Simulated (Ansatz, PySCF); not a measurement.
Species: C₃H₇O (charge 0, doublet). It need not be the lowest isomer of its formula. SMILES: CC([CH2])O
Structure (B3LYP-D3(BJ)/def2-TZVP (Ansatz, a program for electronic structure) minimum search):
```xyz
11

O     -0.0336     1.3524    -0.1913
C     -0.0230     0.0261     0.3439
H      0.7975     1.7801     0.0409
H      0.1030     0.0869     1.4415
C     -1.3380    -0.5860     0.0500
C      1.1470    -0.7908    -0.2108
H      1.0799    -0.8495    -1.2976
H     -2.1725     0.0406    -0.2265
H      2.0998    -0.3278     0.0582
H     -1.4939    -1.6419     0.2178
H      1.1393    -1.8033     0.1974
```
Charge 0, spin multiplicity 2.

Quantity: atomisation energy (electronic, to ground-state atoms), in eV. Cores are frozen in the correlated levels unless marked. UHF or UKS for open shells. No spin-orbit coupling. No relativistic terms. The coupled-cluster limit lacks core correlation, which all-electron functionals hold. Basis-set limits of correlation are two-point, X^-3; Hartree-Fock from the larger set. The bracket is a focal-point correction in the basis named.

```csv
level,program,atomisation energy (eV)
HF-D4/def2-TZVPD,PySCF + dftd4,___
BLYP-D4/def2-TZVPD,Ansatz + dftd4,43.15
PBE0-D3(BJ)/def2-TZVP,Ansatz + dftd3,43.47
BHLYP-D4/def2-TZVPD,Ansatz + dftd4,42.07
TPSSh-D4/def2-TZVPD,PySCF + dftd4,43.43
M06-2X/def2-TZVPD,PySCF,___
CCSD/cc-pVDZ,Ansatz,___
"RI-MP2/CBS(cc-pVTZ,cc-pVQZ)+[CCSD(T)-MP2]/cc-pVDZ",Ansatz,___
```

Q: Some entries are withheld; supply them.

A: 
- HF-D4/def2-TZVPD, atomisation energy (eV): 32.58
- M06-2X/def2-TZVPD, atomisation energy (eV): 43.21
- CCSD/cc-pVDZ, atomisation energy (eV): 39.70
- RI-MP2/CBS(cc-pVTZ,cc-pVQZ)+[CCSD(T)-MP2]/cc-pVDZ, atomisation energy (eV): 43.33
